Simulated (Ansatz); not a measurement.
Rock-salt SrTe: PBE at its full settings (plane-wave cutoff 520 eV, 10×10×10 k mesh, Fermi–Dirac smearing 0.01 eV, scalar-relativistic PAW data made under PBE) and at cheaper ones, in a cell of 2 atoms with Γ-centred meshes.

```csv
level and setting,equilibrium lattice constant a (Å),bulk modulus (GPa)
PBE (Ansatz),6.718,32.4
PBE (300 eV cutoff) (Ansatz),6.718,33.2
PBE (2×2×2 k mesh) (Ansatz),6.848,30.5
PBE (4×4×4 k mesh) (Ansatz),6.724,32.4
PBE (6×6×6 k mesh) (Ansatz),6.719,32.4
PBE (Fermi-Dirac smearing of 0.3 eV) (Ansatz),6.718,32.3
```

Largest shifts from the full settings: lattice constant a +1.94 % (PBE (2×2×2 k mesh)), against a difference of +0.89 % of the full result from the reference 6.659 Å (measured, temperature not stated, no zero-point or thermal correction, our sources range from 6.640 to 6.659; as tabulated in Roshan et al. (2021), arXiv:2110.13857); bulk modulus -5.9 % (PBE (2×2×2 k mesh)), against a difference of -18.0 % of the full result from the reference 39.5 GPa (measured, temperature not stated, no zero-point or thermal correction; as tabulated in Roshan et al. (2021), arXiv:2110.13857).

The full settings aren't shown to be converged themselves.

Ansatz's density-functional and Hartree–Fock values are scalar-relativistic unless marked +SOC, with PAW data made under PBE.

Run with cheap settings on purpose, which may leave them unconverged: PBE (2×2×2 k mesh), PBE (300 eV cutoff), PBE (4×4×4 k mesh), PBE (6×6×6 k mesh), PBE (Fermi-Dirac smearing of 0.3 eV).

Ansatz is a program for electronic structure.
